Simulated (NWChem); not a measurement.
# M06-2X/def2-TZVPPD run of BF (SMILES [B]F)

What is the vertical electron affinity of BF at M06-2X/def2-TZVPPD? 

Program for the calculation: NWChem 7.3.0.

2 further runs of the same task are left out: 2 set aside as unsound or not needed. Runs told in other sessions of the task aren't counted.

### 1 The molecule

BF: 2 atoms, total charge 0, spin state singlet. SMILES: `[B]F`. Geometry: relaxed at PBE0-D4/def2-TZVP.

Bond lengths: B1–F2 1.263 Å.

### 2 Energy and forces at M06-2X/def2-TZVPPD

File a.xyz:

```xyz
2

B      0.000000     0.000000    -0.009350
F      0.000000     0.000000     1.253740
```

File run.py:

```python
from ase.io import read
from ase.calculators.nwchem import NWChem

mol = read('a.xyz')

calc = NWChem(
    label='a',
    theory='dft',
    memory='2200 mb',
    basis='def2-TZVPPD',
    basispar='spherical bse',
    dft={'xc': 'm06-2x', 'mult': '1', 'grid': 'xfine', 'convergence': 'energy 1e-08', 'iterations': '100', 'mulliken': None},
)
mol.calc = calc

forces = mol.get_forces()
e = mol.get_potential_energy()
print(f"E = {e:.6f} eV")
print("forces (eV/A):")
for s, f in zip(mol.symbols, forces):
    print(f"{s:2s} {f[0]:10.5f} {f[1]:10.5f} {f[2]:10.5f}")
print("dipole (e A):", mol.get_dipole_moment().round(4))
```

The run is started by

```bash
$ export ASE_NWCHEM_COMMAND="nwchem PREFIX.nwi > PREFIX.nwo"
$ python run.py
```

Log:

```text
E = -3392.622983 eV
forces (eV/A):
B     0.00000    0.00000    0.06181
F    -0.00000   -0.00000   -0.06181
dipole (e A): [0.     0.     0.1804]
```

The calculator wrote a.nwi:

```
title "a"

permanent_dir a

scratch_dir a

start a

geometry units angstrom nocenter noautosym noautoz
  B  0.0000000000000000e+00 0.0000000000000000e+00 -9.3500000000000007e-03
  F  0.0000000000000000e+00 0.0000000000000000e+00 1.2537400000000001e+00
end

memory 2200 mb

basis spherical bse noprint
   * library def2-TZVPPD
end

dft
  xc m06-2x
  mult 1
  grid xfine
  convergence energy 1e-08
  iterations 100
  mulliken
end

task dft gradient
```

a.nwo (excerpt; [...] marks lines left out):

```text
[...]
          Wavefunction type:  closed shell.
          No. of atoms     :     2
          No. of electrons :    14
[...]
          Charge           :     0
          Spin multiplicity:     1
[...]
          AO basis - number of functions:    77
[...]
              XC Information
              --------------
                       M06-2X Method XC Functional
                     Hartree-Fock (Exact) Exchange  0.540
                        M06-2X Exchange Functional  1.000
                      M06-2X Correlation Potential  1.000
[...]
 d= 0,ls=0.0,diis     1   -124.6403302134 -1.43D+02  6.20D-03  3.25D-01     2.6
[...]
 d= 0,ls=0.0,diis     7   -124.6765960483 -5.98D-09  6.33D-07  1.81D-09    12.7
         Total DFT energy =     -124.676596048334
      One electron energy =     -208.895178804845
           Coulomb energy =       79.773037578946
    Exchange-Corr. energy =      -14.407407664265
 Nuclear repulsion energy =       18.852952841829
[...]
      Total Density - Mulliken Population Analysis
     ---------------------------------------------
    Atom       Charge   Shell Charges
 -----------   ------   -------------------------------------------------------
    1 B    5     4.90   0.92  1.05  0.69  0.82  0.40  0.01  0.59  0.27  0.03  0.07  0.03 -0.00  0.02
    2 F    9     9.10   0.77  1.20  0.62  0.94  0.37 -0.06  2.27  2.13  0.84  0.01  0.00  0.01  0.01  0.00
[...]
  wavefunction    = closed shell
                         DFT ENERGY GRADIENTS
    atom               coordinates                        gradient
                 x          y          z           x          y          z
   1 B       0.000000   0.000000  -0.017669   -0.000000  -0.000000  -0.001202
   2 F       0.000000   0.000000   2.369225    0.000000   0.000000   0.001202
[...]
```

Wall time 24 s (1 thread of Intel Xeon Platinum 8259CL at 2.50GHz (Skylake/Cascade Lake), shared host); peak memory 0.12 GiB.

### 3 The doublet anion: a single-point energy at UM06-2X/def2-TZVPPD

File m1.nw:

```
start m1
title "BF energy"
memory total 2200 mb
charge -1
geometry units angstroms noautosym nocenter noautoz
  B     0.000000    0.000000   -0.009350
  F     0.000000    0.000000    1.253740
end
basis spherical bse
  * library def2-TZVPPD
end
dft
  xc m06-2x
  mult 2
  grid xfine
  convergence energy 1e-08
  iterations 100
  mulliken
end
task dft
```

The run is started by

```bash
$ nwchem m1.nw > m1.out
```

Log (excerpt; [...] marks lines left out):

```text
[...]
          Wavefunction type:  spin polarized.
          No. of atoms     :     2
          No. of electrons :    15
[...]
          Charge           :    -1
          Spin multiplicity:     2
[...]
          AO basis - number of functions:    77
[...]
              XC Information
              --------------
                       M06-2X Method XC Functional
                     Hartree-Fock (Exact) Exchange  0.540
                        M06-2X Exchange Functional  1.000
                      M06-2X Correlation Potential  1.000
[...]
 d= 0,ls=0.0,diis     1   -124.3074522898 -1.43D+02  5.65D-01  1.06D+00     3.5
[...]
 d= 0,ls=0.5,diis    28   -124.6316579674 -8.94D-09  3.68D-06  2.10D-09    82.2
[...]
         Total DFT energy =     -124.631657970899
      One electron energy =     -212.586498361288
           Coulomb energy =       83.711161617123
    Exchange-Corr. energy =      -14.609274068564
 Nuclear repulsion energy =       18.852952841829
[...]
      Total Density - Mulliken Population Analysis
     ---------------------------------------------
    Atom       Charge   Shell Charges
 -----------   ------   -------------------------------------------------------
    1 B    5     5.61   0.92  1.05  0.58  0.71  0.31  0.32  0.72  0.41  0.44  0.07  0.02  0.04  0.02
    2 F    9     9.39   0.77  1.20  0.62  0.93  0.36 -0.03  2.29  2.13  0.88  0.20  0.00  0.01  0.03  0.00
[...]
      <S2> =      0.7551 (Exact =     0.7500)
[...]
```

It took 86 s on 1 thread of Intel Xeon Platinum 8259CL at 2.50GHz (Skylake/Cascade Lake), shared host; peak memory 0.11 GiB.

### 4 Results

At M06-2X/def2-TZVPPD:

```
                                         quantity          value
                         singlet BF: total energy  -124.67660 Eh
                        singlet BF: dipole moment         0.87 D
                          singlet BF: HOMO energy       -9.18 eV
                          singlet BF: LUMO energy       -0.09 eV
                        singlet BF: HOMO–LUMO gap        9.09 eV
             singlet BF: largest force on an atom     0.062 eV/Å
                      doublet anion: total energy  -124.63166 Eh
doublet anion: HOMO energy (highest over α and β)        2.46 eV
 doublet anion: LUMO energy (lowest over α and β)        3.95 eV
                              doublet anion: ⟨S²⟩          0.755
vertical electron affinity (to the doublet anion)      -1.223 eV
```

The anion lies 1.22 eV (118 kJ/mol) above the neutral: the electron isn't bound at this level, and such a value depends on the basis. The HOMO (doublet anion) lies at positive energy, 2.46 eV, from the functional's self-interaction, a short basis or an electron that isn't bound; only total energies against the neutral tell.
